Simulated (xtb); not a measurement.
C$_{4}$H$_{5}$, charge -2, doublet, at a GFN2-xTB geometry of the parent state (a state made from the parent by changing its charge; the spin is typed, not shown lowest); GFN0-xTB (xtb).

Input for xtb:
```
$ xtb mol.xyz --gfn 0 --chrg -2 --uhf 1 --json

# file mol.xyz
9

C     -0.00335947    -0.71313637     0.73014498
C      0.05807930     0.67991703     0.79159473
C     -0.05867858    -0.80712934    -0.66134835
C      0.00338121     0.71775244    -0.73487114
H     -0.00697050    -1.47967539     1.51496629
H     -0.48704778     1.36116449     1.45853372
H      0.48642934    -1.49244489    -1.32412223
H      0.89376966     1.13784104    -1.23176299
H     -0.88271553     1.20869220    -1.17073608
```

The log (banner, timings and long lists left out):

```
   ID    Z sym.   atoms
    1    6 C      1-4
    2    1 H      5-9

           -------------------------------------------------
          |                Calculation Setup                |
           -------------------------------------------------

           -------------------------------------------------
          |                 G F N 0 - x T B                 |
           -------------------------------------------------

          ...................................................
          :                      SETUP                      :
          :.................................................:
          :  # basis functions                  26          :
          :  # atomic orbitals                  26          :
          :  # shells                           18          :
          :  # electrons                        23          :
          :  electronic temp.          300.0000000     K    :
          :  accuracy                    1.0000000          :
          :  -> integral cutoff          0.2500000E+02      :
          :  -> integral neglect         0.1000000E-07      :
          ...................................................

         :::::::::::::::::::::::::::::::::::::::::::::::::::::
         ::                     SUMMARY                     ::
         :::::::::::::::::::::::::::::::::::::::::::::::::::::
         :: total energy             -13.573168744833 Eh    ::
         :: gradient norm              0.217070218346 Eh/a0 ::
         :: HOMO-LUMO gap              3.067833141645 eV    ::
         ::.................................................::
         :: H0 energy                -11.830973285313 Eh    ::
         :: repulsion energy           0.175673044926 Eh    ::
         :: electrostat energy        -1.914556550032 Eh    ::
         :: -> Gsolv                   0.000000000000 Eh    ::
         ::    -> Gsasa                0.000000000000 Eh    ::
         ::    -> Gshift               0.000000000000 Eh    ::
         :: dispersion energy         -0.003311954414 Eh    ::
         :: short-range corr.          0.000000000000 Eh    ::
         :: add. restraining           0.000000000000 Eh    ::
         :: total charge              -2.000000000000 e     ::
         :::::::::::::::::::::::::::::::::::::::::::::::::::::

           -------------------------------------------------
          |                Property Printout                |
           -------------------------------------------------

    * Orbital Energies and Occupations

         #    Occupation            Energy/Eh            Energy/eV
      -------------------------------------------------------------
         1        2.0000           -0.6397660             -17.4089
         2        2.0000           -0.6041972             -16.4410
         3        2.0000           -0.6010450             -16.3553
         4        2.0000           -0.5732779             -15.5997
         5        2.0000           -0.5612407             -15.2721
         6        2.0000           -0.5443173             -14.8116
         7        2.0000           -0.5050589             -13.7434
         8        2.0000           -0.4833491             -13.1526
         9        2.0000           -0.4655955             -12.6695
        10        2.0000           -0.4375687             -11.9068
        11        2.0000           -0.3744065             -10.1881
        12        1.0000           -0.2513274              -6.8390 (HOMO)
        13                         -0.1385866              -3.7711 (LUMO)
        14                         -0.1235197              -3.3611
        15                         -0.1208376              -3.2882
        16                         -0.0883116              -2.4031
        17                         -0.0827849              -2.2527
        18                         -0.0196021              -0.5334
        19                          0.0215205               0.5856
        20                          0.1335045               3.6328
        21                          0.1746337               4.7520
        22                          0.2075368               5.6474
        23                          0.2120466               5.7701
       ...                                ...                  ...
        26                          0.6413752              17.4527
      -------------------------------------------------------------
                  HL-Gap            0.1127408 Eh            3.0678 eV
             Fermi-level            0.0000000 Eh            0.0000 eV

     #   Z          covCN         q      C6AA      α(0)
     1   6 C        3.276    -0.181    33.014     9.238
     2   6 C        3.203    -0.418    41.796    10.506
     3   6 C        3.203    -0.418    41.796    10.506
     4   6 C        4.187     0.104    21.077     6.602
     5   1 H        0.924    -0.225    12.882     5.613
     6   1 H        0.923    -0.173     8.945     4.677
     7   1 H        0.923    -0.173     8.945     4.677
     8   1 H        0.923    -0.258    16.437     6.340
     9   1 H        0.923    -0.258    16.437     6.340

 Mol. C6AA /au·bohr⁶  :       1674.345860
 Mol. C8AA /au·bohr⁸  :      34769.152244
 Mol. α(0) /au        :         64.499614

Wiberg/Mayer (AO) data.
largest (>0.10) Wiberg bond orders for each atom

 ---------------------------------------------------------------------------
     #   Z sym  total        # sym  WBO       # sym  WBO       # sym  WBO
 ---------------------------------------------------------------------------
     1   6 C    3.517 --     3 C    1.243     2 C    1.243     5 H    0.965
     2   6 C    3.387 --     1 C    1.243     4 C    1.011     6 H    0.978
                             3 C    0.118
     3   6 C    3.387 --     1 C    1.243     4 C    1.011     7 H    0.978
                             2 C    0.118
     4   6 C    3.988 --     2 C    1.011     3 C    1.011     9 H    0.965
                             8 H    0.965
     5   1 H    0.990 --     1 C    0.965
     6   1 H    1.006 --     2 C    0.978
     7   1 H    1.006 --     3 C    0.978
     8   1 H    1.002 --     4 C    0.965
     9   1 H    1.002 --     4 C    0.965
 ---------------------------------------------------------------------------

Topologies differ in total number of bonds
Writing topology from bond orders to xtbtopo.mol

 dipole moment from electron density (au)
     X       Y       Z
   0.0038   0.8168  -0.8363  total (Debye):    2.971

           -------------------------------------------------
          | TOTAL ENERGY              -13.573168744833 Eh   |
          | GRADIENT NORM               0.217070218346 Eh/α |
          | HOMO-LUMO GAP               3.067833141645 eV   |
           -------------------------------------------------

normal termination of xtb
```
